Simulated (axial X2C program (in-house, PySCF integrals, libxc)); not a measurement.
Outer orbitals of AlC at 1.979 Å, PBE0

Computed with an axial X2C code built on PySCF integrals. Spin-free means the one-electron spin-free X2C Hamiltonian; two-component (2c) means X2C with spin–orbit coupling and atomic mean-field two-electron Coulomb and Gaunt terms, so the difference of the two also holds small scalar two-electron terms. Basis: Al dyall-v3z [8s8p2d1f], C dyall-v3z [7s6p2d1f] (cores contracted in-house); Gaussian nuclei, density fitting, unrestricted open shells. Masses: Al 26.982 u, C 12.000 u.

The distance is close to the 2c PBE0 minimum; the highest filled and lowest empty levels are listed.

Spin-free orbitals, state M_S = 3/2, Λ = 0 (beyond evenly filled blocks: σα, π+α, π-α) (Löwdin shares):

| symmetry | occupied | ε (eV) | atomic character |
| --- | --- | --- | --- |
| σα | yes | -17.15 | 68% C s, 12% Al s, 11% Al p |
| σβ | yes | -13.47 | 60% C s, 20% Al s, 10% Al p |
| σα | yes | -9.51 | 52% C p, 36% Al s, 8% C s |
| σβ | yes | -7.46 | 54% Al s, 16% C p, 15% Al p |
| π+α | yes | -7.18 | 80% C p, 14% Al p, 5% Al d |
| π-α | yes | -7.18 | 80% C p, 14% Al p, 5% Al d |
| σα | yes | -6.44 | 33% Al s, 32% C p, 31% Al p |
| π-β | no | -2.65 | 57% Al p, 41% C p |
| π+β | no | -2.65 | 57% Al p, 41% C p |
| σβ | no | -2.42 | 57% C p, 24% Al p, 11% Al s |
| π-α | no | -1.47 | 80% Al p, 11% C p, 6% Al d |
| π+α | no | -1.47 | 80% Al p, 11% C p, 6% Al d |

Spinors with spin–orbit coupling (state Ω = 3/2):

```
   ω  occupied  ε (eV)             atomic character  λ mixture
 1/2       yes  -17.15  68% C s, 12% Al s, 11% Al p     100% σ
-1/2       yes  -13.47  60% C s, 20% Al s, 10% Al p     100% σ
 1/2       yes   -9.51    52% C p, 36% Al s, 8% C s     100% σ
-1/2       yes   -7.46  54% Al s, 16% C p, 15% Al p     100% σ
-1/2       yes   -7.18   80% C p, 14% Al p, 5% Al d     100% π
 3/2       yes   -7.17   80% C p, 14% Al p, 5% Al d     100% π
 1/2       yes   -6.43  33% Al s, 32% C p, 31% Al p     100% σ
 1/2        no   -2.66            57% Al p, 41% C p     100% π
-3/2        no   -2.65            57% Al p, 41% C p     100% π
-1/2        no   -2.42  57% C p, 24% Al p, 11% Al s     100% σ
-1/2        no   -1.47   80% Al p, 11% C p, 6% Al d     100% π
 3/2        no   -1.46   80% Al p, 11% C p, 6% Al d     100% π
```

Mulliken charges and populations of the two-component result (they depend on the basis, above all on diffuse functions):

Al 0.24 e (s 5.84 p 6.79 d 0.12 f 0.02), C -0.24 e (s 3.73 p 2.50 d 0.01). ⟨Lz⟩ = 0.00 ħ and ⟨Sz⟩ = 1.50 ħ (0.30 and 1.20 on the two atoms), which add up to Ω.

The state is a single determinant with fixed occupations, the lowest that a limited PBE0 search found. Density functionals use the spin component along the axis (collinear). With several unpaired electrons one determinant need not be a pure state. This is the top spin component of a Σ state; components of lower Ω are not single determinants and can lie lower.
